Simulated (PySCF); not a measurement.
# `C#C[C@H](C)NC` in a uniform electric field

Compound: C5H9N.
Structure used (GFN2-xTB), in Å, numbered top down from 1:
```xyz
15
C5H9N angstrom
C     -1.171    1.816    1.207
C     -0.859    0.970    0.419
C     -0.384   -0.103   -0.453
C     -1.425   -1.223   -0.514
N      0.895   -0.655   -0.022
C      1.997    0.282   -0.080
H     -1.479    2.569    1.870
H     -0.232    0.308   -1.461
H     -1.063   -2.021   -1.156
H     -2.365   -0.844   -0.907
H     -1.601   -1.625    0.482
H      0.802   -1.020    0.922
H      1.854    1.174    0.548
H      2.905   -0.229    0.236
H      2.123    0.608   -1.113
```

Level: CAM-B3LYP/def2-SVPD (PySCF); nuclei fixed, core orbitals frozen in the response. Permanent dipole (0.006, 0.255, 0.416) D (1 au = 2.5417 D). Static polarisability (au):

```
x   68.97 -2.46 -2.97
y   -2.46 70.72 10.21
z   -2.97 10.21 62.43
```

Only the terms in μ and α are kept: μ(F) = μ + αF and ΔE = −μ·F − ½ F·αF.

Q: Apply 0.002 au along ±x, ±y and ±z in turn. Tabulate induced and total dipoles and both energy terms.

A: 
| field along | induced x (D) | induced y (D) | induced z (D) | total size (D) | −μ·F (kJ/mol) | −½F·αF (kJ/mol) |
| --- | --- | --- | --- | --- | --- | --- |
| +x | 0.351 | -0.013 | -0.015 | 0.589 | -0.012 | -0.362 |
| −x | -0.351 | 0.013 | 0.015 | 0.613 | +0.012 | -0.362 |
| +y | -0.013 | 0.360 | 0.052 | 0.772 | -0.527 | -0.371 |
| −y | 0.013 | -0.360 | -0.052 | 0.379 | +0.527 | -0.371 |
| +z | -0.015 | 0.052 | 0.317 | 0.795 | -0.859 | -0.328 |
| −z | 0.015 | -0.052 | -0.317 | 0.227 | +0.859 | -0.328 |

Q: For the field (-0.0008, -0.0016, -0.0004) au, what is the induced dipole, and what angle does it make with the field?

A: αF = (-0.127, -0.293, -0.099) D, at 5.5° to the field. The polarisability along this direction, F·αF/F², is 71.44 au, against a mean of 67.37 au.

Q: At what field along the permanent dipole would the induced dipole along it equal the permanent one, in this linear picture?

A: The polarisability along the dipole is 73.70 au, so F = 0.1920 au / 73.70 au = 0.0026 au = 0.13 V/Å; higher-order terms are ignored.

Q: What field makes μF equal to kT at 200 K?

A: kT = 0.6334 × 10⁻³ Eh, so F = 0.0033 au = 17 MV/cm.

Q: Induction energy −ᾱe²/2R⁴ of a unit charge at 18 Å, the molecule taken as a point?

A: R = 34.02 bohr, so the energy is −67.4/(2 × 34.02⁴) Eh = -0.0661 kJ/mol. The charge–dipole term at its most favourable orientation, −μe/R², is -0.436 kJ/mol.

The structure is a single GFN2-xTB conformer in the gas phase; no vibrational or solvent corrections.

The run behind these numbers computed excited states as well. The run took 32 s wall on one thread of an Arm Neoverse V2, no GPU (shared host).
